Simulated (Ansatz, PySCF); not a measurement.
Species: CH$_{3}$S, net charge 0, doublet state. It need not be the lowest isomer of its formula. 
Structure (B3LYP-D3(BJ)/def2-TZVP (Ansatz, an electronic-structure program) minimum search):
```xyz
5

C     -0.0139     1.1056     0.0124
S      0.0013    -0.6916    -0.0079
H      1.0336     1.4242     0.0401
H     -0.5062     1.4939     0.9033
H     -0.4650     1.5146    -0.8909
```
Charge 0, spin multiplicity 2.


Quantity: enthalpy of formation at 298 K (from the atomisation energy, B3LYP-D3(BJ)/def2-TZVP harmonic zero-point and thermal terms from PySCF, and the atoms' enthalpies of formation in the G2/97 table; no spin-orbit terms, and no core term in the frozen-core levels), in kcal/mol. Correlated levels leave the core frozen unless marked. Open shells are spin-unrestricted. Spin-orbit coupling is left out. No relativistic terms. The coupled-cluster limit lacks core correlation, which all-electron functionals hold. Basis-set limits of correlation are two-point, X^-3; Hartree-Fock from the larger set. The bracket is a focal-point correction in the basis named.

```json
[
 {"level": "RI-HF/aug-cc-pV(Q+d)Z", "program": "Ansatz", "enthalpy of formation at 298 K (kcal/mol)": "126.1"},
 {"level": "TPSS/def2-TZVPD", "program": "PySCF", "enthalpy of formation at 298 K (kcal/mol)": "23.8"},
 {"level": "B3LYP/def2-TZVPD", "program": "Ansatz", "enthalpy of formation at 298 K (kcal/mol)": "29.2"},
 {"level": "RI-MP2/CBS(def2-TZVPP,def2-QZVPP)", "program": "Ansatz", "enthalpy of formation at 298 K (kcal/mol)": "28.1"},
 {"level": "SCS-MP2/STO-3G", "program": "Ansatz", "enthalpy of formation at 298 K (kcal/mol)": "14.2"},
 {"level": "CCSD(T)/cc-pwCVTZ", "program": "Ansatz", "enthalpy of formation at 298 K (kcal/mol)": "38.5"},
 {"level": "RI-MP2/CBS(aug-cc-pV(T+d)Z,aug-cc-pV(Q+d)Z)+[CCSD(T)-MP2]/aug-cc-pV(T+d)Z", "program": "Ansatz", "enthalpy of formation at 298 K (kcal/mol)": "28.7"}
]
```
